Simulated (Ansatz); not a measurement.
Ansatz (a quantum-chemistry and plane-wave program) input:

Ansatz 0.2 input:
```yaml
crystal:
  periodic: [false, false, false]
  atoms:
    - {symbol: H, position_ang: [0.02052304, 0.05589807, 2.11750821]}
    - {symbol: N, position_ang: [0.01077974, 0.06690251, 1.11378704]}
    - {symbol: C, position_ang: [0.00317751, 1.25279840, 0.37969427]}
    - {symbol: C, position_ang: [0.00382693, -1.08826299, 0.34906554]}
    - {symbol: C, position_ang: [-0.00941279, 0.75716324, -0.93856272]}
    - {symbol: C, position_ang: [-0.00908496, -0.67184965, -0.96432736]}
    - {symbol: H, position_ang: [0.00842667, -2.07957621, 0.78181971]}
    - {symbol: H, position_ang: [-0.01825489, 1.38383848, -1.82374512]}
    - {symbol: H, position_ang: [-0.01719313, -1.32757185, -1.82731044]}
basis:
  gaussian:
    orbitals: def2-TZVPD
hamiltonian:
  xc: {name: BLYP}
total_charge: -1
output: {forces: true}
```

What final total energy does it print?

-209.52528 Eh (BLYP/def2-TZVPD). The basis has 221 functions.

It need not be the lowest isomer of its formula. Whether it binds its extra electron was not tested at this geometry.
